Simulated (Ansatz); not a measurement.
# AlBH2 (singlet): B2PLYP, RKS PBE0 over a scan of the distance B1–Al2, 6-31G

How well do these functionals follow the top wave-function level for AlBH2 (singlet) over a scan of the distance B1–Al2?

Method: 6-31G, all electrons in the functionals, frozen cores in the correlation of double hybrids and RPA; program: Ansatz 0.2.0, Gaussian basis.

To be run: B2PLYP, RKS PBE0, at 1.768 Å; 2.056 Å; 2.240 Å; 2.466 Å; 2.754 Å; 3.070 Å; 3.667 Å; 4.100 Å; 5.011 Å; 6.010 Å; 7.806 Å.

**1. The system**

The geometry derives from a PBE0/def2-TZVP stationary point (not a proven minimum). One bond is set to the value named and the two fragments are kept rigid.

4 atoms, charge 0, spin multiplicity 1.

Atoms are counted from 1 here; the program's logs count them from 0.

Bond lengths: B1–Al2 2.240 Å, B1–H3 1.206 Å, B1–H4 1.206 Å. Angles: Al2–B1–H3 123.6°, Al2–B1–H4 123.6°, H3–B1–H4 112.9°.

No dispersion term is added.

The geometry shown and the zero of energy belong to the point 2.240 Å. The yardstick, FCI, and other wave-function levels (R restricted, U unrestricted, valence and pair active spaces) come from earlier runs.

**2. B2PLYP, 1.768 Å**

in.yaml

```yaml
crystal:
  periodic: [false, false, false]
  atoms:
    - {symbol: B, position_ang: [0.000000, 0.000000, 1.164565]}
    - {symbol: Al, position_ang: [0.000000, 0.000000, -0.603435]}
    - {symbol: H, position_ang: [0.000000, 1.004980, 1.831201]}
    - {symbol: H, position_ang: [0.000000, -1.004980, 1.831201]}
basis:
  gaussian: {orbitals: 6-31G}
magnetization: {spin_polarized: true, initial_magnetization: 0}
hamiltonian: {xc: {name: B2PLYP}}
correlation: {electrons: outside_noble_gas}
```

The run is started by

```console
> ansatz run in.yaml --threads 1 --pin off --events-out ev --progress --plain --max-ram 3968MiB --backend cpu
```

Further steps of the session: B2PLYP, 2.056 Å; B2PLYP, 2.240 Å; B2PLYP, 2.466 Å; B2PLYP, 2.754 Å; B2PLYP, 3.070 Å; B2PLYP, 3.667 Å; B2PLYP, 4.100 Å; B2PLYP, 5.011 Å; B2PLYP, 6.010 Å; B2PLYP, 7.806 Å; RKS PBE0, 1.768 Å; RKS PBE0, 2.056 Å; RKS PBE0, 2.240 Å; RKS PBE0, 2.466 Å; RKS PBE0, 2.754 Å; RKS PBE0, 3.070 Å; RKS PBE0, 3.667 Å; RKS PBE0, 4.100 Å; RKS PBE0, 5.011 Å; RKS PBE0, 6.010 Å; RKS PBE0, 7.806 Å.

**Question.** What will the summary of the whole plan be? Wanted: span of the FCI curve; largest miss, B2PLYP; largest miss, RKS PBE0.

**Answer**, as computed:

| quantity | value |
| --- | --- |
| span of the FCI curve | 213.8 kJ/mol |
| largest miss, B2PLYP | +33.8 kJ/mol (3.667 Å) |
| largest miss, RKS PBE0 | +182.0 kJ/mol (7.806 Å) |

RKS PBE0 strays by up to 182.0 kJ/mol, at 7.806 Å. Functionals and the yardstick converge differently with the basis, so part of each miss in 6-31G is the basis.
